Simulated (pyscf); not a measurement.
A first-order saddle from PySCF, ωB97X-D3(BJ)/def2-SVP:

```xyz
13

O     -0.4480     0.8081    -0.7209
In     0.5273    -1.0468    -0.3804
O      2.4979    -0.9320    -0.2271
O     -0.5097    -2.6110    -1.0206
H     -1.0963     1.7826    -0.9659
H      2.7806    -0.0329    -0.0208
H     -1.3313    -2.3335    -1.4437
O     -0.4150    -0.2779     1.4532
Si    -1.2248     1.1951     0.7593
H     -0.7666    -0.7262     2.2285
H     -1.7576     2.4440    -0.4295
H     -2.6345     0.8080     1.0209
H     -0.6619     2.2297     1.6583
```
Charge 0, spin multiplicity 1.

Surface: singlet, charge 0. Lowest wavenumbers (cm⁻¹): 1530i, 60, 88, 117, 128.

Task: Which two sides does it connect, and which bonds change?

Result: silanol (HO–SiH₃) + HO–In(OH)–OH <-> HO–SiH₂–O–In(OH)–OH + hydrogen (H₂), a multi-bond step read from left to right: H–O, In–O, H–Si broken and In–O, H–H, O–Si formed. At ωB97M-D3(BJ)/def2-TZVP it lies +0.24 eV from the left side and +1.57 eV from the right (each side as separated species at their lowest minima found). On the reactant side the descent ends in an adduct with a In–O, O–Si contact, 0.94 eV under the separated species and 1.02 eV under the saddle at ωB97X-D3(BJ)/def2-TZVP. On the product side the descent ends in an adduct with a In–O, In–Si contact (not fully relaxed), 0.04 eV under the separated species and 1.64 eV under the saddle at ωB97X-D3(BJ)/def2-TZVP. What is counted as formed (In–O, O–Si) is already present as a longer contact in the reactant adduct; forming that adduct is a step of its own. What is counted as broken (In–O) persists as a longer contact in the product adduct; parting that adduct is a step of its own. At the saddle there is also a short H–Si contact that neither side keeps. At ωB97X-D3(BJ) the barrier from the zero used here is 0.08 eV. The same reactants have a lower exit, to HO–In(OH)–O–SiH₃ + H₂O (highest point, the separated products, at -0.18 eV at ωB97M-D3(BJ), against +0.24 eV here). HO–SiH₂–O–In(OH)–OH is closed by a dative In–O, In–Si contact. One saddle was located; it need not be the lowest between these sides. Elements past Kr carry the def2 core potentials, without spin-orbit coupling.
